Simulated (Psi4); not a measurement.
This Psi4 input (B3LYP/def2-TZVP) gives -169.97199 Eh with 111 basis functions.

```
memory 8100 MB

molecule {
0 1
N    -1.06982458    0.19432482    0.10751560
C     0.27236484    0.31364904   -0.04785169
O     1.05073958   -0.61125119   -0.08188812
H    -1.47667231   -0.72197082    0.20424856
H    -1.66665177    1.00198023    0.12805939
H     0.59199050    1.36783209   -0.14270206
}

set {
  basis def2-tzvp
  scf_type df
}

energy('b3lyp')
print_variables()
```

Change:
```diff
- basis def2-tzvp
+ basis cc-pvdz
```

What does the run give now?

-169.90252 Eh (B3LYP/cc-pVDZ, 57 functions), a change of +69.47 mEh.
